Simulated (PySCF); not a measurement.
Compound: C₃H₉OP.
Z-matrix (Å and degrees, PBE0-D3(BJ)/def2-SVP geometry), rows numbered from 1:
```
C 
P   1  1.8188
C   2  1.8189  1  104.75
C   2  1.8187  1  104.63  3  -109.79
O   2  1.4965  1  113.79  3   125.13
H   1  1.0999  2  112.51  3    56.89
H   1  1.0999  2  108.21  3   177.98
H   1  1.1002  2  108.75  3   -64.76
H   3  1.0997  2  108.82  1  -173.37
H   3  1.1003  2  112.39  1   -51.84
H   3  1.0999  2  108.35  1    69.27
H   4  1.1001  2  112.28  1    56.97
H   4  1.1004  2  108.68  1   -64.36
H   4  1.0997  2  108.46  1   178.15
```

Method: core-valence-separated Tamm–Dancoff BHandHLYP/aug-pcX-1 (pcseg-1 on H, def2-SVPD on P) in PySCF, non-relativistic, gas phase, PBE0-D3(BJ)/def2-SVP geometry. No empirical shift is added; at this level the pattern usually sits a few eV under experiment.

(1) List the carbon K-edge absorption lines.

(2) What does the O 1s absorption edge look like?

Results:

(1) 
```json
{"E (eV)": "285.61", "f": "0.0309", "core hole on": "C1/C3/C4", "main final orbital": "LUMO (3 roots, f summed)"}
{"E (eV)": "286.27", "f": "0.0892", "core hole on": "C1/C3/C4", "main final orbital": "LUMO+3 (3 roots, f summed)"}
{"E (eV)": "286.38", "f": "0.0940", "core hole on": "C1/C3/C4", "main final orbital": "spread (3 roots, f summed)"}
{"E (eV)": "286.96", "f": "0.0646", "core hole on": "C1/C3/C4", "main final orbital": "spread (3 roots, f summed)"}
{"E (eV)": "287.30", "f": "0.0182", "core hole on": "C1/C3/C4", "main final orbital": "LUMO+1/LUMO+2 (3 roots, f summed)"}
```

The first line with a tenth or more of the strongest one's intensity is at 285.61 eV (f = 0.031, sum of 3), with the hole on C1/C3/C4 (sp3 carbon bound to phosphorus). The strongest listed is at 286.38 eV (f = 0.094, sum of 3; C1/C3/C4).

(2) 
```json
{"E (eV)": "531.35", "f": "0.0202", "core hole on": "O5", "main final orbital": "LUMO+10 (38 %)"}
{"E (eV)": "532.30", "f": "0.0329", "core hole on": "O5", "main final orbital": "LUMO+1/LUMO+2 (2 roots, f summed)"}
{"E (eV)": "532.48", "f": "0.0103", "core hole on": "O5", "main final orbital": "LUMO+3 (37 %)"}
{"E (eV)": "532.86", "f": "0.0009", "core hole on": "O5", "main final orbital": "LUMO (41 %)"}
{"E (eV)": "533.27", "f": "0.0086", "core hole on": "O5", "main final orbital": "LUMO+4/LUMO+5 (2 roots, f summed)"}
```

The first line with a tenth or more of the strongest one's intensity is at 531.35 eV (f = 0.020), with the hole on O5 (phosphoryl oxygen). The strongest listed is at 532.30 eV (f = 0.033, sum of 2; O5).

Roots within 0.03 eV whose holes lie on the same, on equivalent or on shared atoms are summed into one line, and the highest roots are left out, as the search may have cut off their partners. Final orbitals are the ground state's empty Kohn–Sham orbitals.

The ionisation thresholds weren't computed; near and above them a finite basis only mimics Rydberg series and continuum.

Hardware: an Arm Neoverse V1 with one thread, no GPU, shared host with 32 logical CPUs at a one-minute load of 14. Cost: 14 s, 0.88 GiB resident at most.
